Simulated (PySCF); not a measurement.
Calculated NMR data

Theoretical values (PySCF 2.14): coordinates at the GFN2-xTB level, PBE0/pcSseg-1 with gauge-including orbitals. Relativity neglected, one computed conformer, isolated molecule, rapidly exchanging positions averaged.

Shifts are taken against calculated references (same method and geometry level): 1H and 13C vs TMS. Where no couplings were computed, multiplicities follow the n + 1 count of equivalent neighbours, and m marks all less simple cases (inequivalent or close neighbours, rings, F or P nearby). Shifts are as computed. Against solution values, carbons near 30 ppm lie about +3 ppm off and those near 130 ppm about +5 ppm (rms about the fit 2.1 ppm; single classes can miss by 10 ppm). Of 1328 compounds with measured shifts, 309 miss one by over three times the rms of a fit or turn the order of signals round; such compounds aren't used in these exercises. Signals without a measured value on file couldn't be tested in this way; 1H shifts scatter by 0.2 ppm about their fit, and single ones miss by 0.5 ppm.

Compound 1 (C$_{5}$H$_{8}$O). 1H NMR (400 MHz, computed): δ 6.47 (m, 1H), 6.34 (m, 1H), 4.24 (m, 1H), 3.44 (s, 3H), 2.64 (m, 1H), 2.46 (m, 1H). 13C{1H} NMR (computed): δ 147.7 (CH), 146.6 (CH), 81.0 (CH), 58.2 (CH3), 40.0 (CH2). Structure: `CO[C@@H]1C=CC1`.

Compound 2 (C$_{5}$H$_{8}$O). 1H NMR (400 MHz, computed): δ 6.07 (s, 1H), 4.54 (m, 2H), 2.68 (m, 2H), 1.81 (s, 3H). 13C{1H} NMR (computed): δ 149.1 (CH), 112.4 (C), 71.5 (CH2), 38.9 (CH2), 13.9 (CH3). Structure: 4-methyl-2,3-dihydrofuran.
